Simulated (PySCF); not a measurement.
# Frontier orbitals and the lowest excitations

Species: phosphaethyne, CHP.
Bonds: C1–P2 (triple). Hydrogens: H3 on C1.

Computed, not measured: TDDFT wB97X-D/def2-SVPD, vertical, gas phase, core orbitals frozen in the response in PySCF. Isolated species at its PBE0-D3(BJ)/def2-SVP geometry, gas phase.

Kohn–Sham orbitals with the atoms that hold most of them (Löwdin shares over 4%, at most four atoms):

| orbital | ε (eV) | atoms |
| --- | --- | --- |
| LUMO+2 | 2.63 | C1 60%, P2 24%, H3 16% |
| LUMO+1 | 0.44 | P2 56%, C1 40%, H3 4% |
| LUMO | 0.44 | P2 56%, C1 40%, H3 4% |
| HOMO | -9.97 | C1 50%, P2 45%, H3 6% |
| HOMO-1 | -9.97 | C1 50%, P2 45%, H3 6% |
| HOMO-2 | -12.09 | P2 73%, C1 23% |
| HOMO-3 | -17.14 | C1 47%, H3 32%, P2 21% |

Within 0.005 eV of a neighbour in this list lie HOMO-1/HOMO and LUMO/LUMO+1 (point group found: C∞v).

Problem. The HOMO–LUMO gap is 10.41 eV. Where does the response calculation put the lowest singlet, and from which orbitals?

Solution. S1 is at 4.45 eV (f = 0.0000), 5.96 eV below the gap, made of HOMO-1/HOMO→LUMO/LUMO+1 (≥94%). Without the coupling terms of the response equations the lowest excitation would equal the gap.

Next come S2 at 4.83 eV (f 0.0000), HOMO-1/HOMO→LUMO/LUMO+1 (≥92%); S3 at 4.83 eV (f 0.0000), HOMO-1/HOMO→LUMO/LUMO+1 (≥92%); S4 at 7.45 eV (f 0.017), HOMO-2→LUMO/LUMO+1 (≥86%); S5 at 7.45 eV (f 0.017), HOMO-2→LUMO/LUMO+1 (≥86%).

Orbitals of the list HOMO-3 to LUMO+2 that lie within 0.01 eV of each other are written together with a slash and their weights summed (≥ marks a lower bound); for degenerate orbitals outside that list single weights are arbitrary.
